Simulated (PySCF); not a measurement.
C2H6S, SMILES CSC (connectivity only; charge and spin as stated), charge +1, multiplicity 2.

The structure is a stationary point at ωB97X-D3(BJ)/def2-TZVP. The multiplicity is an assumed one; other spin states were not compared.

These are PBE/def2-TZVPD (PySCF) values and carry that method's errors.

Gas-phase values at a fixed geometry.

```json
{
  "total_energy": "-477.45548 hartree",
  "point_group": "C2v",
  "α spin, highest occupied and lowest empty level": "-13.26 and -6.30 eV",
  "β spin, highest occupied and lowest empty level": "-14.33 and -11.74 eV",
  "dipole_moment_about_the_centre_of_nuclear_charge": "1.26 D",
  "mean_static_polarisability": "41.5 bohr³ (6.16 Å³)",
  "polarisability_principal_values": "32.5, 39.6, 52.6 bohr³",
  "⟨S²⟩": "0.754 (pure state 0.75)"
}
```
